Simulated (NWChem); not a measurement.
Everything below was run with NWChem. System: H2P, charge 0, spin multiplicity 2, at a geometry optimised with UPBE/def2-SVP. The structure started from a generated list of species. Its SCF solution wasn't tested for a lower state. Level: UHF/def2-TZVP.

Job file:

```
start mol
memory heap 200 mb stack 900 mb global 1100 mb
geometry units angstroms nocenter noautoz
  P      0.000000     0.000000     0.119600
  H      1.028866     0.000000    -0.897003
  H     -1.028866     0.000000    -0.897003
  symmetry group C2v
end
basis spherical
  * library def2-tzvp
end
scf
  uhf
  nopen 1
  maxiter 100
  thresh 1e-7
  semidirect memsize 60000000 filesize 0
  # guess.movecs holds the orbitals of an unrestricted PBE0 run
  vectors input guess.movecs output mol.movecs
end
task scf energy
```

NWChem printed:

```
             Northwest Computational Chemistry Package (NWChem) 7.3.0
             --------------------------------------------------------

                                NWChem Input Module
                                -------------------

 Scaling coordinates for geometry "geometry" by  1.889725989
 (inverse scale =  0.529177249)

 Turning off AUTOSYM since
 SYMMETRY directive was detected!

                             Geometry "geometry" -> ""
                             -------------------------

 Output coordinates in angstroms (scale by  1.889725989 to convert to a.u.)

  No.       Tag          Charge          X              Y              Z
 ---- ---------------- ---------- -------------- -------------- --------------
    1 P                   15.0000     0.00000000     0.00000000     0.11960000
    2 H                    1.0000     1.02886600     0.00000000    -0.89700300
    3 H                    1.0000    -1.02886600     0.00000000    -0.89700300

 Effective nuclear repulsion energy (a.u.)      11.2329785694

            Nuclear Dipole moment (a.u.)
            ----------------------------
        X                 Y               Z
 ---------------- ---------------- ----------------
     0.0000000000     0.0000000000    -0.0000113384

      Symmetry information
      --------------------

 Group name             C2v
 Group number             16
 Group order               4
 No. of unique centers     2

      Symmetry unique atoms

     1    2


 Summary of "ao basis" -> "" (spherical)
 ------------------------------------------------------------------------------
       Tag                 Description            Shells   Functions and Types
 ---------------- ------------------------------  ------  ---------------------
 *                         def2-tzvp                  on all atoms

 Summary of "ao basis" -> "ao basis" (spherical)
 ------------------------------------------------------------------------------
       Tag                 Description            Shells   Functions and Types
 ---------------- ------------------------------  ------  ---------------------
[...]
 Vector   10  Occ=0.000000D+00  E= 1.464653D-01  Symmetry=b1
              MO Center=  6.6D-16, -8.9D-31,  7.3D-02, r^2= 4.1D+00
   Bfn.  Coefficient  Atom+Function         Bfn.  Coefficient  Atom+Function
  ----- ------------  ---------------      ----- ------------  ---------------
    18      1.412583  1 P  px                40     -1.200143  2 H  s
    46      1.200143  3 H  s                 12      0.154471  1 P  px

 Vector   11  Occ=0.000000D+00  E= 1.547529D-01  Symmetry=a1
              MO Center=  3.4D-16, -1.0D-16, -5.3D-01, r^2= 5.6D+00
   Bfn.  Coefficient  Atom+Function         Bfn.  Coefficient  Atom+Function
  ----- ------------  ---------------      ----- ------------  ---------------
     5      1.772461  1 P  s                 40     -1.512891  2 H  s
    46     -1.512891  3 H  s                 20     -1.224554  1 P  pz
     3     -0.178516  1 P  s

 center of mass
 --------------
 x =   0.00000000 y =   0.00000000 z =   0.10863212

 moments of inertia (a.u.)
 ------------------
           6.984494003274           0.000000000000           0.000000000000
           0.000000000000          14.604063348154           0.000000000000
           0.000000000000           0.000000000000           7.619569344880

  Mulliken analysis of the total density
  --------------------------------------

    Atom       Charge   Shell Charges
 -----------   ------   -------------------------------------------------------
    1 P   15    15.11   2.01  0.53  1.43  1.04  0.78  4.17  1.70  0.65  1.74  0.90  0.05  0.09  0.01
    2 H    1     0.95   0.23  0.53  0.17  0.02
    3 H    1     0.95   0.23  0.53  0.17  0.02

  Mulliken analysis of the alpha density
  --------------------------------------

    Atom       Charge   Shell Charges
 -----------   ------   -------------------------------------------------------
    1 P   15     8.10   1.00  0.27  0.72  0.53  0.41  2.10  0.84  0.40  1.15  0.61  0.02  0.05  0.00
    2 H    1     0.45   0.11  0.25  0.08  0.01
    3 H    1     0.45   0.11  0.25  0.08  0.01

   Mulliken analysis of the beta density
   -------------------------------------

    Atom       Charge   Shell Charges
 -----------   ------   -------------------------------------------------------
    1 P   15     7.01   1.00  0.27  0.72  0.51  0.37  2.07  0.86  0.26  0.59  0.29  0.02  0.04  0.01
    2 H    1     0.50   0.12  0.28  0.09  0.01
    3 H    1     0.50   0.12  0.28  0.09  0.01

   Mulliken analysis of the spin density
   -------------------------------------

    Atom       Charge   Shell Charges
 -----------   ------   -------------------------------------------------------
    1 P   15     1.10   0.00  0.00 -0.00  0.02  0.04  0.03 -0.02  0.14  0.56  0.33  0.00  0.01 -0.00
    2 H    1    -0.05  -0.01 -0.03 -0.01  0.00
    3 H    1    -0.05  -0.01 -0.03 -0.01  0.00

       Multipole analysis of the density wrt the origin
       ------------------------------------------------

     L   x y z        total         alpha         beta         nuclear
     -   - - -        -----         -----         ----         -------
     0   0 0 0     -0.000000     -9.000000     -8.000000     17.000000

     1   1 0 0      0.000000      0.000000      0.000000      0.000000
     1   0 1 0      0.000000      0.000000      0.000000      0.000000
     1   0 0 1     -0.228183     -0.163017     -0.065155     -0.000011

     2   2 0 0    -10.516042     -9.530667     -8.545784      7.560409
     2   1 1 0      0.000000      0.000000     -0.000000      0.000000
     2   1 0 1      0.000000      0.000000      0.000000      0.000000
     2   0 2 0    -11.320251     -7.816123     -3.504128      0.000000
     2   0 1 1      0.000000      0.000000      0.000000      0.000000
     2   0 0 2    -11.682037     -9.503590     -8.691322      6.512876

 Task  times  cpu:        0.4s     wall:        0.4s

 Total times  cpu:        0.4s     wall:        0.4s
```
